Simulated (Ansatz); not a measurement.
Input for Ansatz (development build ahead of 0.2.0):

```yaml
crystal:
  periodic: [false, false, false]
  atoms:
    - { symbol: C, position_ang: [0.0, 0.0, -2.233] }
    - { symbol: S, position_ang: [0.0, 0.0, 0.8374] }
basis:
  gaussian: { orbitals: pcseg-2 }
magnetization:
  spin_polarized: true
hamiltonian:
  xc: { name: wB97X }
```

The input is written out in the form of the current development build from the run's settings.

The run gave:

```yaml
Converged: yes
Total_energy: -435.97003 hartree
Spin_squared_of_the_determinant: 1.986
Stability_test: minimum
```

This is not the lowest solution: another run reaches a determinant 0.07 eV lower. Caution: the unrestricted determinant is a mixture of spin states.
